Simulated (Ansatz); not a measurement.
Relaxation of BClFH3 (6 atoms, charge 0, multiplicity 1), to a largest force component of 0.03 eV/Å in at most 50 steps.

Computed with RKS B3LYP-D4/6-31G* in Ansatz.

```xyz
6
Properties=species:S:1:pos:R:3:forces:R:3
B 0.016 -0.360 -0.416 -0.01 0.29 -0.24
Cl 0.013 0.083 2.615 0.02 -1.02 -0.32
H 1.059 0.177 -0.631 0.03 0.00 0.01
H -1.050 0.130 -0.625 -0.03 0.00 0.01
F 0.045 -1.611 0.033 0.01 -0.33 0.02
H 0.038 -1.148 2.105 -0.02 1.05 0.52
```

Question: Where does it end, and by what steps?

Answer: The run converged. The force dipped under the threshold on the way, but the program's further checks kept it going. After 21 steps the energy has fallen by 0.074 eV; Cl2 moved furthest, 1.15 Å.

```csv
step,energy less start (eV),largest force component (eV/Å),accepted
0,0.0000,1.052,yes
1,-0.0345,0.568,yes
2,-0.0304,0.469,no
3,-0.0415,0.396,yes
4,-0.0513,0.070,yes
5,-0.0539,0.020,yes
6,-0.0556,0.174,yes
7,-0.0580,0.242,yes
8,-0.0589,0.242,yes
9,-0.0660,0.038,yes
10,-0.0668,0.033,yes
11,-0.0584,0.626,no
12,-0.0693,0.009,yes
13,-0.0703,0.174,yes
14,-0.0702,0.159,no
15,-0.0713,0.086,yes
16,-0.0725,0.006,yes
17,-0.0731,0.170,yes
18,-0.0735,0.049,yes
19,-0.0737,0.068,yes
20,-0.0192,1.043,no
21,-0.0739,0.019,yes
```

```xyz
6
Properties=species:S:1:pos:R:3
B 0.016 -0.301 -0.767
Cl 0.021 -0.514 3.598
H 1.064 0.031 -1.230
H -1.055 -0.006 -1.203
F 0.044 -1.066 0.325
H 0.030 -0.874 2.358
```

Whether the end is a true minimum wasn't checked by a vibrational analysis.

Time of the run: 37 s on 1 thread of Arm Neoverse V1 (shared host), peak memory 0.12 GiB.
